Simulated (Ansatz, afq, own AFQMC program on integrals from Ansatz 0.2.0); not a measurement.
AlBH2, singlet → AlBH$_{2}$⁺, doublet, worked out

```xyz
4

B     0.0000    0.0000    1.4848
Al    0.0000    0.0000   -0.7557
H     0.0000    1.0050    2.1514
H     0.0000   -1.0050    2.1514
```

Connectivity, by distances: BH2–Al.

Both states at this geometry.

Basis cc-pVTZ. Only valence electrons are correlated. Ansatz 0.2.0 and our own AFQMC program on the same integrals; the CISD trial comes from CCSD amplitudes, and released means the phaseless constraint is let go. Error bars are statistical, one sigma.

Total energies in eV. CBS is CCSD(T) at the limit of def2-TZVPP/QZVPP (extrapolated itself); the highest rung of each member is named.

Cautions: AlBH₂ (singlet): higher spins were not checked, restricted determinant unstable towards unrestricted (UHF 204 meV lower, ⟨S²⟩ 0.69), its ph-AFQMC/CISD value lies 17 ± 5 meV above CCSDT(Q); AlBH₂⁺ (doublet): the released energies move by 1.5 errors or more from one time to the next, so no released level is given (meV from the phaseless value at times in 1/Eh: -9.8 ± 2.4 at 0.24, -9 ± 3 at 0.51, -8 ± 3 at 0.99, 0 ± 3 at 1.62, -10 ± 5 at 2.40), though the last usable value meets CCSDT(Q) within the noise.

```
         member  count  CCSD(T)/cc-pVTZ  highest rung in cc-pVTZ     which  CCSD(T)/CBS
AlBH₂⁺, doublet     +1       -7282.0701               -7282.0968  CCSDT(Q)   -7282.4926
 AlBH₂, singlet     -1       -7289.5797               -7289.6129  CCSDT(Q)   -7290.0613
```

Task: Work out the best estimate of the vertical ionization energy: the CCSD(T)/CBS difference plus the step from CCSD(T) to the highest rung.

Result: Sums with the counts: CCSD(T)/CBS 7.5687 eV, highest rung 7.5161 eV, CCSD(T)/cc-pVTZ 7.5096 eV. The step is 7.5161 − 7.5096 = 0.0065 eV, so the best estimate is 7.5687 + (0.0065) = 7.5752 eV = 730.9 kJ/mol. The basis set is worth 0.059 eV of it. Zero-point, core-correlation and spin–orbit terms aren't in it. Past Ne the Hartree–Fock part of each CBS total tends to overshoot, since the cores don't follow the formula; that largely cancels in the difference.

Best estimates are given only where the step beyond CCSD(T) is under 0.3 eV and no member's determinant is very poor (T1 over 0.05, or 0.07 for open shells, ⟨S²⟩ too high by 0.3, two states mixed), so the hardest cases are missing from such tables.

CCSDT and higher add their correlation energy to the determinant of the CCSD(T) run, since their own runs factorise the integrals more tightly (a shift of under 2 meV). Each member of a difference takes its own highest rung, so a best estimate needn't equal the limit plus the step of one row.
